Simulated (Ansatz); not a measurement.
# BH2F (SMILES BF): functionals against CCSD(T) at one geometry

The atoms stand at a structure displaced at random from a GFN2-xTB minimum. How far do the functionals agree with CCSD(T) there?

The runs use Ansatz 0.2.0, Gaussian basis; single points in def2-TZVPP.

Correlated methods freeze the cores.

## Step 1: The system as given

4 atoms, charge 0, spin multiplicity 1.

Atoms are counted from 1 here; the program's logs count them from 0.

Bond lengths: B1–F2 1.413 Å, B1–H3 1.226 Å, B1–H4 1.096 Å. Angles: F2–B1–H3 111.2°, F2–B1–H4 117.6°, H3–B1–H4 131.1°.

Geometry (Å):

```csv
atom,x (Å),y (Å),z (Å)
B1,-0.0362,0.0507,-0.0568
F2,1.1373,-0.2798,0.6569
H3,-0.9579,-0.7055,0.2302
H4,0.0290,0.8597,-0.7936
```

## Step 2: CCSD(T)/def2-TZVPP

Contents of run/in.yaml:

```yaml
crystal:
  periodic: [false, false, false]
  atoms:
    - {symbol: B, position_ang: [-0.036200, 0.050700, -0.056800]}
    - {symbol: F, position_ang: [1.137300, -0.279800, 0.656900]}
    - {symbol: H, position_ang: [-0.957900, -0.705500, 0.230200]}
    - {symbol: H, position_ang: [0.029000, 0.859700, -0.793600]}
basis:
  gaussian: {orbitals: def2-TZVPP}
correlation: {method: ccsd_t}
output: {forces: true}
```

The command line of these runs was not kept.

## Step 3: PBE0-D4/def2-TZVPP

Edit run/in.yaml of step 2 so:

```diff
@@ -9,3 +9,3 @@
   gaussian: {orbitals: def2-TZVPP}
-correlation: {method: ccsd_t}
-output: {forces: true}
+hamiltonian: {xc: pbe0, dispersion: d4}
+output: {forces: true, orbitals: {seedname: orbitals}}
```

## Step 4: wB97M-V/def2-TZVPP

Edit run/in.yaml of step 3 so:

```diff
@@ -9,3 +9,3 @@
   gaussian: {orbitals: def2-TZVPP}
-hamiltonian: {xc: pbe0, dispersion: d4}
-output: {forces: true, orbitals: {seedname: orbitals}}
+hamiltonian: {xc: {name: wB97M-V}}
+output: {forces: true}
```

## Step 5: r2SCAN-D4/def2-TZVPP

Edit run/in.yaml of step 4 so:

```diff
@@ -9,3 +9,3 @@
   gaussian: {orbitals: def2-TZVPP}
-hamiltonian: {xc: {name: wB97M-V}}
+hamiltonian: {xc: r2scan, dispersion: d4}
 output: {forces: true}
```

## Step 6: PBE-D4/def2-TZVPP

Edit run/in.yaml of step 5 so:

```diff
@@ -9,3 +9,3 @@
   gaussian: {orbitals: def2-TZVPP}
-hamiltonian: {xc: r2scan, dispersion: d4}
+hamiltonian: {xc: pbe, dispersion: d4}
 output: {forces: true}
```

## Step 7: BHLYP-D4/def2-TZVPP

Edit run/in.yaml of step 6 so:

```diff
@@ -9,3 +9,3 @@
   gaussian: {orbitals: def2-TZVPP}
-hamiltonian: {xc: pbe, dispersion: d4}
+hamiltonian: {xc: {name: BHLYP}, dispersion: d4}
 output: {forces: true}
```

## Step 8: CAM-B3LYP-D4/def2-TZVPP

Edit run/in.yaml of step 7 so:

```diff
@@ -9,3 +9,3 @@
   gaussian: {orbitals: def2-TZVPP}
-hamiltonian: {xc: {name: BHLYP}, dispersion: d4}
+hamiltonian: {xc: {name: CAM-B3LYP}, dispersion: d4}
 output: {forces: true}
```

(Steps that only read results are left out.)

What does the calculation give? Wanted: energy less free atoms, CCSD(T)/def2-TZVPP; RMS force component; RMS force error; HOMO and LUMO, PBE0-D4; T1 diagnostic.

As calculated:

| quantity | value |
| --- | --- |
| energy less free atoms, CCSD(T)/def2-TZVPP | -1380.2 kJ/mol |
| RMS force component | 1.920 to 2.090 eV/Å over the methods |
| RMS force error | PBE0-D4 0.083, wB97M-V 0.060, r2SCAN-D4 0.028, PBE-D4 0.158, BHLYP-D4 0.191, CAM-B3LYP-D4 0.066 eV/Å |
| HOMO and LUMO, PBE0-D4 | -9.71 and -1.51 eV |
| T1 diagnostic | 0.015 |

Against CCSD(T) the functionals' energies less atoms differ by -47.1 to +0.9 kJ/mol, PBE-D4 by -46.9 kJ/mol. CCSD(T) in triple zeta still lacks some correlation energy of the bonds, so part of these gaps is its own basis error and they don't rank the functionals. On forces the order runs from r2SCAN-D4 to BHLYP-D4. Frozen-core CCSD(T) forces in triple zeta carry basis errors of their own, and this is one geometry, so small gaps rank nothing.
